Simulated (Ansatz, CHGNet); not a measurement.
## Equilibrium lattice constant a of rock-salt HfN: levels of theory against measurement

Reference value: 4.524 Å (measured, room temperature, no zero-point or thermal correction; as tabulated in Seo, Lee, Wen, Petrov, Greene, Gall, J. Appl. Phys. 96, 878 (2004)).

```
level (code)         value (Å)  difference (%)
-------------------  ---------  --------------
CHGNet 0.3.0             4.532           +0.18
LDA (Ansatz)             4.468           -1.24
PBE (Ansatz)             4.547           +0.51
PBE-D3(BJ) (Ansatz)      4.517           -0.15
r²SCAN-D4 (Ansatz)       4.516           -0.18
```

The reference is not for a static lattice or low temperature, so close values are not ranked against it.

The measured value isn't corrected to a static lattice, so vibrations enter the comparison. A static lattice is as a rule a little smaller than the measured one.  Density-functional levels without +SOC have no spin–orbit coupling. Cutoffs and k meshes differ between the levels. Ansatz's density-functional and Hartree–Fock values are scalar-relativistic unless marked +SOC, with PAW data made under PBE.

Machine-learned potentials (CHGNet 0.3.0) are trained on DFT data: a solid inside that data is no test of them.

Differences are worked out from the printed values.

Ansatz is a first-principles code.
